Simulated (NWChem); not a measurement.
Total energies of ethanol (C₂H₆O)

```
C
H 1 1.1020
O 1 1.4032 2 106.05
H 3 0.9628 1 107.89 2 -178.68
H 1 1.1097 2 106.18 3 -118.83
C 1 1.5168 2 109.82 5 -118.63
H 6 1.1006 1 110.52 2 -62.17
H 6 1.1012 7 108.46 1 -122.31
H 6 1.1032 7 107.86 8 -116.01
```
Charge 0, spin multiplicity 1.

All runs are NWChem calculations. The geometry was optimised at PBE0/def2-SVP, a minimum by its harmonic frequencies. It is one conformer; others weren't searched.

Basis set: cc-pVDZ (72 functions).

```tsv
method	total energy (Ha)	relative cost
RHF	-154.09197	1
MP2	-154.57343	under 3
B2PLYP	-154.87675	4
PBE	-154.84204	under 3
B3LYP	-155.04366	under 3
CAM-B3LYP	-154.96429	10
CCSD(T)	-154.62394	50
```

Total energies of different functionals aren't comparable as a measure of quality: only differences taken within one method are. Costs are rough ratios of processor time within this set of runs, SCF included, with RHF as 1.

The correlated methods keep 3 core orbitals frozen. B3LYP has NWChem's definition, with VWN1-RPA local correlation. GW and range-separated runs recompute their integrals, the others keep them in memory, which bears on the times. No row is a measurement; the coupled-cluster row has its own basis-set and correlation limits.
